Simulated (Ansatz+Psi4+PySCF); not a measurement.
Values are calculated unless marked as measured or tabulated.
A run of Psi4 1.11 on doublet HF(+) at this shape:

```yaml
atoms:
  - { symbol: F, position_ang: [0.0000, 0.0000, 0.0934] }
  - { symbol: H, position_ang: [0.0000, 0.0000, -0.8405] }
```

Its results:

* Converged: yes
* Total energy: -99.53499 hartree
* Spin squared of the determinant: 0.754
* Occupied orbitals by symmetry in an Abelian subgroup (alpha; beta): 3 A1 1 B1 1 B2; 3 A1 1 B1

Task: Which input gives this output? Name the method, the orbitals and the basis set, and write the input.

Result: UHF in cc-pVTZ.

```
molecule {
1 2
F 0.000000 0.000000 0.093390
H 0.000000 0.000000 -0.840500
}

set basis cc-pVTZ
set reference uhf
set scf_type pk
energy('scf')
```
